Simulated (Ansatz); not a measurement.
Relaxation of CH$_{3}$FO (6 atoms, charge 0, multiplicity 1), to a largest force component of 0.015 eV/Å in at most 40 steps.

Method: RKS B3LYP/def2-SVP (Ansatz 0.2.0).

```xyz
6
Properties=species:S:1:pos:R:3
O -0.531 -0.860 -0.491
C 0.312 0.006 0.202
F 1.546 -0.079 -0.386
H -1.179 -0.178 -0.824
H 0.366 -0.333 1.252
H -0.048 1.029 0.125
```

**Question.** Where does it end, and by what steps?

**Answer.** The run converged. After 8 steps the energy has fallen by 0.302 eV; H4 moved furthest, 0.40 Å.

```
step  energy less start (eV)  largest force component (eV/Å)  accepted
   0                  0.0000                           2.102       yes
   1                 -0.1628                           1.324       yes
   2                 -0.2335                           0.674       yes
   3                 -0.2847                           0.268       yes
   4                 -0.0597                           3.655        no
   5                 -0.2999                           0.157       yes
   6                 -0.3014                           0.101       yes
   7                 -0.3018                           0.025       yes
   8                 -0.3018                           0.003       yes
```

```xyz
6
Properties=species:S:1:pos:R:3
O -0.728 -0.747 -0.293
C 0.273 0.023 0.246
F 1.435 -0.062 -0.493
H -1.001 -0.359 -1.137
H 0.477 -0.368 1.256
H 0.010 1.099 0.298
```

Time of the run: 11 s on 1 thread of Arm Neoverse V2, with other jobs on the host, peak memory 0.12 GiB.
